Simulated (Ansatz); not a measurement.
**Energy on a grid of two coordinates**

CH3Cl (SMILES CCl), singlet, PBE0-D4/def2-TZVP minimum:

```
5
angstrom
C -0.1209 0.0100 0.0513
Cl 1.4694 -0.2908 -0.6725
H -0.2848 -0.7154 0.8447
H -0.8800 -0.0971 -0.7201
H -0.1338 1.0197 0.4551
```

Rows set the bond length C1–H4 (Å; 1.087 at the minimum), columns the angle H4–C1–H3 (°; 110.3), set in this order; the parts move rigidly, in a bend the first-named atom's side turns in the plane, and in a torsion the whole end group turns. CCSD(T) energies count from the value at that structure, in eV. Computed with Ansatz 0.2.0 (basis: def2-TZVPP); correlated methods freeze the cores.

| C1–H4 \ H4–C1–H3 | 92.3 | 98.3 | 104.3 | 110.3 | 116.3 | 122.3 | 128.3 |
| --- | --- | --- | --- | --- | --- | --- | --- |
| 0.892 | 1.260 | 1.096 | 0.996 | ? | 0.987 | 1.078 | ? |
| 0.958 | 0.652 | 0.493 | 0.396 | 0.362 | 0.390 | 0.482 | 0.636 |
| 1.056 | 0.291 | 0.138 | 0.047 | 0.016 | 0.047 | 0.138 | 0.291 |
| 1.170 | 0.357 | 0.213 | 0.129 | 0.102 | ? | 0.226 | 0.375 |
| 1.296 | 0.740 | 0.608 | 0.532 | 0.511 | 0.545 | 0.635 | 0.779 |
| 1.432 | 1.307 | 1.190 | 1.123 | 1.108 | ? | 1.229 | 1.365 |
| 1.577 | 1.949 | 1.847 | 1.791 | 1.781 | 1.817 | 1.897 | 2.023 |

(1) Fill in the withheld cells. (An estimate is asked for; the value comes from the calculation.)

T1 diagnostic: at most 0.011.

## Answers

(1) By the calculation: (0.892, 110.3): 0.960; (0.892, 128.3): 1.232; (1.170, 116.3): 0.135; (1.432, 116.3): 1.143 eV. These count from the CCSD(T) energy at the PBE0-D4 minimum.

The same grid for a cheaper method: PBE-D4 − CCSD(T), both counted from the minimum, in eV:
| C1–H4 \ H4–C1–H3 | 92.3 | 98.3 | 104.3 | 110.3 | 116.3 | 122.3 | 128.3 |
| --- | --- | --- | --- | --- | --- | --- | --- |
| 0.892 | 0.027 | 0.037 | 0.044 | 0.046 | 0.044 | 0.038 | 0.027 |
| 0.958 | 0.015 | 0.025 | 0.031 | 0.033 | 0.031 | 0.025 | 0.015 |
| 1.056 | -0.009 | 0.000 | 0.006 | 0.009 | 0.007 | 0.002 | -0.008 |
| 1.170 | -0.041 | -0.032 | -0.026 | -0.023 | -0.024 | -0.029 | -0.037 |
| 1.296 | -0.076 | -0.068 | -0.062 | -0.060 | -0.060 | -0.063 | -0.069 |
| 1.432 | -0.115 | -0.109 | -0.104 | -0.101 | -0.100 | -0.101 | -0.105 |
| 1.577 | -0.144 | -0.139 | -0.135 | -0.131 | -0.129 | -0.128 | -0.128 |

For scale, one of the runs: CCSD(T)/def2-TZVPP, 115 basis functions (an equivalent command: `ansatz run in.yaml --threads 2`). Hardware: 2 CPU threads, shared host. Wall time about 4.3 s.
